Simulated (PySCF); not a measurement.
# AlCl: the cost of one run

Computed with PySCF 2.14.0, with density-fitted response routines of our own, on a single molecule in the gas phase. Atoms count from 0, in the outputs and in this text.

**1. The molecule as given**

2 atoms, charge 0, multiplicity 1; geometry from: GFN2-xTB.

Bonds of the start (Å): Al0–Cl1 2.04.

**2. Relaxing the molecule at PBE0-D3(BJ)/def2-TZVP**

What the job is given:

```
{"job": {"xc": "PBE0", "basis": "def2-TZVP", "d3": "d3bj", "grid": 2, "kind": "geom"}, "charge": 0, "multiplicity": 1}
Al     0.000000     0.000000     0.000000
Cl     0.000000     0.000000     2.036740
```

**Question.** How long does this first job take on 2 threads of Intel Xeon at 2.50GHz (Skylake/Cascade Lake), shared host?

About 12 s.
